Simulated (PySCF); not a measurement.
C2H6N (doublet state).
Geometry (GFN2-xTB, Å), atoms numbered from 1 in this order:
```xyz
9
C2H6N angstrom
C     -1.1639   -0.0807    0.0433
N      0.1640    0.3052    0.2800
C      1.1801   -0.6130   -0.0245
H     -1.2811   -1.0461   -0.4717
H     -1.6947   -0.1286    1.0043
H     -1.6640    0.7096   -0.5280
H      1.8721   -0.6669    0.8231
H      1.7718   -0.2202   -0.8636
H      0.8293   -1.6223   -0.2881
```

The species is `C[N]C` [radical].

Level of theory: UKS B3LYP, pcH-1 on C H N, non-relativistic, mean-field spin-orbit, GIAO in PySCF 2.14.0. Geometry: GFN2-xTB; no solvent, vibrations or thermal averaging. A GFN2-xTB geometry isn't a minimum of the functional, and hyperfine couplings can be far from their values at a DFT geometry. The SCF solution wasn't tested for stability.

Principal values of hyperfine tensors in MHz (contact and dipolar terms together), for some of the nuclei:

```tsv
atom	isotope	A1	A2	A3	alike by the symmetry of this geometry
H8	1H	159.58	162.37	176.98	none
H6	1H	109.26	111.27	126.38	none
H7	1H	102.76	104.61	119.88	none
C3	13C	-41.11	-36.87	-32.66	C1
N2	14N	-7.17	-6.75	121.41	none
H9	1H	0.00	0.20	14.50	none
H4	1H	-1.87	-1.67	12.62	none
```

Question: Split each tensor into its isotropic and traceless parts, and turn a_iso into mT with g = 2.0045.

Answer: a_iso is a third of the trace, T = A − a_iso, and a(mT) = a(MHz)/(g × 13.996).

```json
{"atom": "H8", "a_iso (MHz)": "166.31", "a_iso (mT)": "5.928", "T1": "-6.73", "T2": "-3.94", "T3": "10.67"}
{"atom": "H6", "a_iso (MHz)": "115.64", "a_iso (mT)": "4.122", "T1": "-6.38", "T2": "-4.37", "T3": "10.75"}
{"atom": "H7", "a_iso (MHz)": "109.08", "a_iso (mT)": "3.888", "T1": "-6.32", "T2": "-4.47", "T3": "10.80"}
{"atom": "C3", "a_iso (MHz)": "-36.88", "a_iso (mT)": "-1.315", "T1": "-4.23", "T2": "0.01", "T3": "4.22"}
{"atom": "N2", "a_iso (MHz)": "35.83", "a_iso (mT)": "1.277", "T1": "-43.00", "T2": "-42.58", "T3": "85.58"}
{"atom": "H9", "a_iso (MHz)": "4.90", "a_iso (mT)": "0.175", "T1": "-4.90", "T2": "-4.70", "T3": "9.60"}
{"atom": "H4", "a_iso (MHz)": "3.03", "a_iso (mT)": "0.108", "T1": "-4.90", "T2": "-4.69", "T3": "9.59"}
```

Question: What spin density at the nucleus of H6 lies behind its contact coupling (g_N = 5.58569)?

Answer: a_FC = 800.24 MHz bohr³ × g_N × ρ(0)/(2S). With a_FC = 115.64 MHz and 2S = 1, ρ(0) = 0.02587 bohr⁻³. In magnitude that is 8.1 % of the 1/π = 0.318 of a free hydrogen atom.

Question: H5 (1H, g_N = 5.58569) isn't in the table. Its spin density at the nucleus is 0.03604 bohr⁻³. What is its contact coupling?

Answer: By the same relation, a_FC = 161.1 MHz. Its full tensor has the principal values 154.41, 157.07, 171.83 MHz.

Question: Name the largest traceless tensor T of the table and describe it.

Answer: N2: -43.0, -42.6, 85.6 MHz, axial, in the ratio −1:−1:+2, the form that spin in one p orbital centred on that nucleus gives.

Question: What first-order splitting does H7 cause when the field lies along A1, A2 or A3 of its tensor (g taken as isotropic, no quadrupole term)?

Answer: 2 lines (I = 1/2), spaced by |A_i|/(g × 13.996): 3.66, 3.73, 4.27 mT along the axes of A1, A2 and A3.
